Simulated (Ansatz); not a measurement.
Input file:

```yaml
crystal:
  periodic: [false, false, false]
  atoms:
    - {symbol: C, position_ang: [-1.847791, 0.000000, 0.000000]}
    - {symbol: H, position_ang: [-2.210997, 1.027301, 0.000000]}
    - {symbol: H, position_ang: [-2.210997, -0.513650, 0.889668]}
    - {symbol: H, position_ang: [-2.210997, -0.513650, -0.889669]}
    - {symbol: H, position_ang: [-0.834791, 0.000000, 0.000000]}
    - {symbol: Si, position_ang: [1.058209, 0.000000, 0.000000]}
basis:
  gaussian: {orbitals: cc-pVDZ}
magnetization: {spin_polarized: false, initial_magnetization: 2}
correlation: {method: bccd_t, electrons: outside_noble_gas}
```

```sh
$ ansatz run in.yaml --threads 1 --pin off --events-out ev --progress --plain --max-ram 2393MiB
```

Output:

```
486 factors; integrals over basis functions are off by at most 1.2e-3 eV
mean field evaluation 1: about -8951.9851 eV, gradient 1.9e1 eV
mean field evaluation 2: about -8952.0200 eV, gradient 1.9e1 eV
mean field evaluation 4: about -8953.2100 eV, gradient 1.8e0 eV
mean field evaluation 8: about -8953.2262 eV, gradient 2.3e-4 eV
mean field evaluation 16: about -8953.1699 eV, gradient 1.8e0 eV
mean field evaluation 32: about -8953.2262 eV, gradient 1.1e-6 eV
mean field evaluation 64: about -8952.8098 eV, gradient 1.2e0 eV
mean field evaluation 96: about -8952.3760 eV, gradient 4.2e-3 eV
mean field evaluation 128: about -8953.2262 eV, gradient 8.0e-3 eV
mean field -8953.22620039 eV, -329.0249941498 hartree, gradient 3.0e-6 eV, S^2 2.000000; 8 other end points of the search recorded, 0 dependent functions left out
mean field evaluation 160: about -8951.8380 eV, gradient 6.2e0 eV
mean field evaluation 192: about -8952.5570 eV, gradient 6.3e-1 eV
determinant -8953.22620039 eV, -329.0249941498 hartree, with singles and doubles -8960.21223786 eV, -329.2817262915 hartree
determinant -8952.37598801 eV, -328.9937494209 hartree, with singles and doubles -8959.44502399 eV, -329.2535317017 hartree
6 core orbitals not correlated: weight in the atoms' cores, before any rotation towards them, 1.000 or more for the frozen orbitals, at most 0.000 for the correlated occupied ones
reference -8953.22620039 eV, -329.0249941498 hartree; 7, 5 occupied and 39, 41 virtual orbitals, 486 factors
second order -5.82078445 eV of doubles, -0.06415692 eV of singles
cycle   1  -6.98469909 eV  change    1.3e-3 eV  update   2.4e-3
cycle   2  -6.98330707 eV  change    1.4e-3 eV  update   7.8e-4
cycle   3  -6.98285351 eV  change    4.5e-4 eV  update   3.9e-4
cycle   4  -6.98280308 eV  change    5.0e-5 eV  update   1.5e-4
cycle   5  -6.98285316 eV  change   -5.0e-5 eV  update   5.5e-5
cycle   6  -6.98285894 eV  change   -5.8e-6 eV  update   1.9e-5
cycle   7  -6.98285774 eV  change    1.2e-6 eV  update   7.0e-6
perturbative correction -0.16026085 eV, -0.0058894777 hartree
Total energy: -8960.36931898 eV, -329.2874989161 hartree
```

For the same geometry and basis UCCSDT(Q) lies 29.8 meV lower.

Ran on 1 thread of Arm Neoverse V2, shared host: 3.4 s wall, 0.23 GiB peak host memory.
